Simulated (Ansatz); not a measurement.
A made-up structure of MgH2S2, closed shell:

```xyz
5
angstrom
Mg -1.0595 0.1064 -0.4353
S 0.1940 1.3454 1.0831
S 1.0159 -0.5766 0.9267
H -2.1363 -0.5073 -1.5858
H 0.0430 2.1762 2.1492
```

It is relaxed with PBE-D4/def2-SVP and then PBE0-D4/def2-TZVP (Ansatz 0.2.0). Atoms count as bonded within 1.22 times the sum of their covalent radii (H–H: 0.88 Å). The end point is not checked to be a true minimum.

Task: Does its bonding change? (Judge from chemistry; the calculation decides.)

Result: Computed: No: no bond forms or breaks.

Where it ends: The first stage lowers the energy by 1.07 eV in 8 steps. It ends as MgH₂S₂ ([MgH]1[S][SH]1):
```
5
angstrom
Mg -0.8895 -0.1466 -0.3744
S 0.5024 1.6111 0.8916
S 0.9409 -0.4340 1.0322
H -2.2293 -0.2713 -1.3984
H -0.2675 1.7851 1.9869
```

Labels in which every atom is bracketed show which atoms are joined, not bond orders.

For scale, one of the runs: PBE0-D4/def2-TZVP relaxation, 118 basis functions, launched by `ansatz run in.yaml --threads 2 --pin off --events-out ev --progress --plain --max-ram 4352MiB`. The run took about 14 s on 2 CPU threads of an Arm Neoverse V2 (shared host).
